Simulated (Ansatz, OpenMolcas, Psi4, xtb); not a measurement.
## HOCN (cyanic acid): the atomisation enthalpy at 298 K, rung by rung

HOCN has 4 atoms, charge 0, and is taken as a singlet. As SMILES, `N#CO`. The coordinates come from a PBE0-D4/def2-TZVP relaxation.

Each level gives the atomisation enthalpy at 298 K (kJ/mol). The values are calculated. The thermal term (zero-point and 298 K enthalpy, harmonic and unscaled) is that of PBE0-D4/def2-TZVP; the spin-orbit lowering of the free atoms at 298 K, 0.4 kJ/mol by their spectra, is taken off.

Measured value to compare with: Active Thermochemical Tables gives the atomisation enthalpy at 298 K of the gas as 1671 kJ/mol.

| level | kind | program | value (kJ/mol) | computed − measured | CPU time (all runs) |
| --- | --- | --- | --- | --- | --- |
| GFN0-xTB | semi-empirical | xtb | 2144 | +473 | under 2 s |
| HF/cc-pVTZ | Hartree–Fock | Ansatz | 972 | -699 | 2 s |
| SVWN5/cc-pVTZ | LDA | Psi4 | 2024 | +353 | 48 s |
| BLYP/cc-pVTZ | GGA | Ansatz | 1711 | +40 | 5.7 s |
| PBE/cc-pVTZ | GGA | OpenMolcas | 1771 | +100 | 48 s |
| TPSSh/cc-pVTZ | hybrid meta-GGA | Psi4 | 1634 | -37 | 96 s |
| wB97X-V/cc-pVTZ | range-separated hybrid | Psi4 | 1668 | -3 | 1.7 min |
| PBE-QIDH/cc-pVTZ | double hybrid | Ansatz | 1637 | -34 | 6.4 s |
| RPA@PBE0/cc-pVTZ | RPA | Ansatz | 1527 | -144 | 7.7 s |
| BCCD(T)/cc-pVTZ | coupled cluster or CI | Ansatz | 1597 | -74 | 23 s |

Nearest: wB97X-V/cc-pVTZ (-3 kJ/mol); farthest: HF/cc-pVTZ (-699 kJ/mol). Computed less measured by kind, in kJ/mol (of the ab initio rows, those in cc-pVTZ): semi-empirical +473; Hartree–Fock -699; LDA +353; GGA +40 to +100; global hybrid -37; range-separated hybrid -3; double hybrid -34; RPA -144; coupled cluster or CI -74. Wave-function methods converge slowly with the basis and bind too weakly in sets of this size; that is part of their error here. GFN0-xTB: no spin polarisation, so open shells miss the exchange term that lowers them. Times are those of the runs behind each value, whatever else they computed, on shared processors of several kinds: orders of magnitude only.
